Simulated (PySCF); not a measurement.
**CCSD(T)/SBKJC (core potential) run of [PH2]− (phosphanide)**

What is the energy change on altering one bond length of [PH2]− (phosphanide) at CCSD(T)/SBKJC (core potential)? 

The results are computed with PySCF 2.14.0.

14 further runs of the same task are left out: 1 that didn't finish, 13 set aside as unsound or not needed.

### Step 1. The system as given

The species is [PH2]− (3 atoms), meant as a singlet with charge -1. SMILES: `[PH2-]`. Geometry: relaxed at GFN2-xTB.

Bond lengths: P1–H2 1.345 Å, P1–H3 1.345 Å. Angles: H2–P1–H3 91.0°.

### Step 2. The energy at CCSD(T)/SBKJC (core potential)

The input, job.py:

```python
from pyscf import gto, cc

mol = gto.Mole()
mol.atom = [
    ('P', (0.498920, -0.293580, 0.245050)),
    ('H', (0.105590, 0.990220, 0.165130)),
    ('H', (-0.604500, -0.696650, -0.410180)),
]
mol.charge = -1
mol.max_memory = 1860
mol.spin = 0
mol.basis = 'sbkjc'
mol.verbose = 3
mol.ecp = {'P': 'sbkjc'}
mol.build()

mf = mol.RHF()
mf.conv_tol = 1e-10
mf.kernel()
if not mf.converged:
    mf = mf.newton().run(mf.mo_coeff, mf.mo_occ)

mycc = cc.CCSD(mf)
mycc.kernel()
e_t = mycc.ccsd_t()
energy = mycc.e_tot + e_t
print('E = %.10f Eh' % energy)
```

Run with:

```console
OMP_NUM_THREADS=1 python job.py
```

Standard output:

```text
converged SCF energy = -7.42879805892622
E(CCSD) = -7.491871774876982  E_corr = -0.06307371595075895
CCSD(T) correction = -0.000541822736192239
E = -7.4924135976 Eh
```

Wall time 0.77 s (1 thread of Intel Xeon Platinum 8488C (Sapphire Rapids), shared host); peak memory 0.12 GiB.

### Step 3. The distorted shape at the same level

The input, calc.py:

```python
from pyscf import gto, scf, cc

molecule = gto.M(
    atom='''
P      2.280726    -4.921601     0.734924
H      0.199536     1.871245     0.312050
H      0.195564    -5.683293    -0.503281
''',
    unit='bohr',
    charge=-1,
    max_memory=1860,
    ecp={'P': 'sbkjc'},
    verbose=4,
    basis='sbkjc',
)

mf = scf.RHF(molecule)
mf.conv_tol = 1e-10
mf.kernel()
if not mf.converged:
    mf = mf.newton().run(mf.mo_coeff, mf.mo_occ)

mycc = cc.CCSD(mf)
mycc.kernel()
e_t = mycc.ccsd_t()
e_tot = mycc.e_tot + e_t
print('E(%s) = %.9f' % ('CCSD(T)', e_tot))
```

Run with:

```console
OMP_NUM_THREADS=1 python calc.py
```

Standard output:

```text
PySCF version 2.14.0

[INPUT] num. atoms = 3
[INPUT] num. electrons = 8
[INPUT] charge = -1
[INPUT] spin (= nelec alpha-beta = 2S) = 0
[INPUT] symmetry False subgroup None
[INPUT] Mole.unit = bohr
[INPUT] Symbol           X                Y                Z      unit          X                Y                Z       unit  Magmom
[INPUT]  1 P      1.206908223553  -2.604399090441   0.388905032558 AA    2.280726000000  -4.921601000000   0.734924000000 Bohr   0.0
[INPUT]  2 H      0.105589903958   0.990220210048   0.165129748668 AA    0.199536000000   1.871245000000   0.312050000000 Bohr   0.0
[INPUT]  3 H      0.103488012076  -3.007469138581  -0.266324835889 AA    0.195564000000  -5.683293000000  -0.503281000000 Bohr   0.0

nuclear repulsion = 2.80117799128733
number of shells = 8
number of NR pGTOs = 22
number of NR cGTOs = 12
basis = sbkjc
ecp = {'P': 'sbkjc'}

******** <class 'pyscf.scf.hf.RHF'> ********
method = RHF
initial guess = minao
damping factor = 0
level_shift factor = 0
DIIS = <class 'pyscf.scf.diis.CDIIS'>
diis_start_cycle = 1
diis_space = 8
diis_damp = 0
SCF conv_tol = 1e-10
SCF conv_tol_grad = None
SCF max_cycles = 50
direct_scf = True
direct_scf_tol = 1e-13
Set gradient conv threshold to 1e-05
Initial guess from minao.
init E= -6.59141349000149
  HOMO = -0.077256833253655  LUMO = -0.0734357994518968  gap/eV = 0.10398
cycle= 1 E= -7.20851142557775  delta_E= -0.617  |g|= 0.226  |ddm|= 2.15
  HOMO = 0.0378388338826925  LUMO = 0.124037009123717  gap/eV = 2.34557
cycle= 2 E= -7.2291729201953  delta_E= -0.0207  |g|= 0.205  |ddm|= 0.963
  HOMO = -0.0231992675164343  LUMO = 0.148806028536661  gap/eV = 4.68050
cycle= 3 E= -7.26016603514788  delta_E= -0.031  |g|= 0.0284  |ddm|= 0.464
  HOMO = -0.0402950796354863  LUMO = 0.155250965557213  gap/eV = 5.32108
cycle= 4 E= -7.26095824421954  delta_E= -0.000792  |g|= 0.0049  |ddm|= 0.076
  HOMO = -0.0398420628172564  LUMO = 0.155128318458135  gap/eV = 5.30541
cycle= 5 E= -7.26100415395244  delta_E= -4.59e-05  |g|= 0.00189  |ddm|= 0.0228
  HOMO = -0.0395604024532766  LUMO = 0.155431989525652  gap/eV = 5.30601
cycle= 6 E= -7.26101217249684  delta_E= -8.02e-06  |g|= 0.000426  |ddm|= 0.00908
  HOMO = -0.0395169470842101  LUMO = 0.155300698907292  gap/eV = 5.30126
cycle= 7 E= -7.26101253682998  delta_E= -3.64e-07  |g|= 0.000101  |ddm|= 0.00191
  HOMO = -0.0395750868655184  LUMO = 0.155320151684486  gap/eV = 5.30337
cycle= 8 E= -7.26101254480085  delta_E= -7.97e-09  |g|= 2.14e-05  |ddm|= 0.00037
  HOMO = -0.0395862054652576  LUMO = 0.155317118826791  gap/eV = 5.30359
cycle= 9 E= -7.26101254510303  delta_E= -3.02e-10  |g|= 1.94e-06  |ddm|= 4.87e-05
  HOMO = -0.0395876249025378  LUMO = 0.155317393545655  gap/eV = 5.30364
cycle= 10 E= -7.26101254510829  delta_E= -5.26e-12  |g|= 1.96e-07  |ddm|= 1.03e-05
  HOMO = -0.0395875458948313  LUMO = 0.155317310290043  gap/eV = 5.30363
Extra cycle  E= -7.26101254510833  delta_E= -4.09e-14  |g|= 6.37e-08  |ddm|= 7.14e-07
converged SCF energy = -7.26101254510833

******** <class 'pyscf.cc.ccsd.CCSD'> ********
CC2 = 0
CCSD nocc = 4, nmo = 12
max_cycle = 50
direct = 0
conv_tol = 1e-07
conv_tol_normt = 1e-05
diis_space = 6
diis_start_cycle = 0
diis_start_energy_diff = 1e+09
Init t2, MP2 energy = -7.33489929136598  E_corr(MP2) -0.0738867462576445
Init E_corr(CCSD) = -0.0738867462576472
cycle = 1  E_corr(CCSD) = -0.082515627271406  dE = -0.00862888101  norm(t1,t2) = 0.22006
cycle = 2  E_corr(CCSD) = -0.109130462248208  dE = -0.026614835  norm(t1,t2) = 0.212098
cycle = 3  E_corr(CCSD) = -0.105752901144907  dE = 0.0033775611  norm(t1,t2) = 0.160923
cycle = 4  E_corr(CCSD) = -0.134393060438318  dE = -0.0286401593  norm(t1,t2) = 0.117136
cycle = 5  E_corr(CCSD) = -0.124421478627589  dE = 0.00997158181  norm(t1,t2) = 0.079804
cycle = 6  E_corr(CCSD) = -0.128377891725147  dE = -0.0039564131  norm(t1,t2) = 0.0525432
cycle = 7  E_corr(CCSD) = -0.129767809283243  dE = -0.00138991756  norm(t1,t2) = 0.0169201
cycle = 8  E_corr(CCSD) = -0.129648510856562  dE = 0.000119298427  norm(t1,t2) = 0.00110396
cycle = 9  E_corr(CCSD) = -0.129769425966868  dE = -0.00012091511  norm(t1,t2) = 0.00149472
cycle = 10  E_corr(CCSD) = -0.129831538711055  dE = -6.21127442e-05  norm(t1,t2) = 0.000349124
cycle = 11  E_corr(CCSD) = -0.129812846863897  dE = 1.86918472e-05  norm(t1,t2) = 0.000170571
cycle = 12  E_corr(CCSD) = -0.129813678227482  dE = -8.31363585e-07  norm(t1,t2) = 2.56787e-05
cycle = 13  E_corr(CCSD) = -0.129813413174032  dE = 2.6505345e-07  norm(t1,t2) = 9.2503e-06
cycle = 14  E_corr(CCSD) = -0.129813170044659  dE = 2.43129373e-07  norm(t1,t2) = 3.14654e-06
cycle = 15  E_corr(CCSD) = -0.129813145310282  dE = 2.47343775e-08  norm(t1,t2) = 9.0028e-07
CCSD converged
E(CCSD) = -7.390825690418614  E_corr = -0.1298131453102819
CCSD(T) correction = -0.0187595399856142
E(CCSD(T)) = -7.409585230
```

Wall time 0.62 s (1 thread of Intel Xeon Platinum 8488C (Sapphire Rapids), shared host); peak memory 0.12 GiB.

### Step 4. Outcome

At CCSD(T)/SBKJC (core potential):

| quantity | value |
| --- | --- |
| first shape: total energy | -7.49241 Eh |
| first shape: HOMO energy (Hartree–Fock orbitals) | -0.70 eV |
| first shape: LUMO energy (Hartree–Fock orbitals) | 11.09 eV |
| first shape: HOMO–LUMO gap (to an unbound level, set by the basis) | 11.79 eV |
| first shape: correlation energy | -63.6 mEh |
| first shape: (T) correction | -0.54 mEh |
| first shape: T1 diagnostic | 0.007 |
| distorted shape: total energy | -7.40959 Eh |
| distorted shape: HOMO energy (Hartree–Fock orbitals) | -1.08 eV |
| distorted shape: LUMO energy (Hartree–Fock orbitals) | 4.23 eV |
| distorted shape: HOMO–LUMO gap (to an unbound level, set by the basis) | 5.30 eV |
| distorted shape: correlation energy | -148.6 mEh |
| distorted shape: (T) correction | -18.76 mEh |
| distorted shape: T1 diagnostic | 0.156 |
| energy change with the P1–H2 bond stretched from 1.345 to 3.766 Å | 2.254 eV |

What this shows: With the P1–H2 bond stretched from 1.345 to 3.766 Å the energy rises by 2.25 eV (217 kJ/mol). The first shape isn't relaxed at this level, so the change isn't measured from a minimum. Mulliken charges (first shape) of the mean-field density run from -0.72 on P1 to -0.14 on H2. The triples (first shape) make up 0.9 % of the correlation energy. The T1 diagnostic (distorted shape) of 0.156 is above the customary mark for such species, so a single reference may not serve. Mulliken charges (distorted shape) of the mean-field density run from -0.51 on H2 to -0.12 on H3. The triples (distorted shape) make up 12.6 % of the correlation energy.
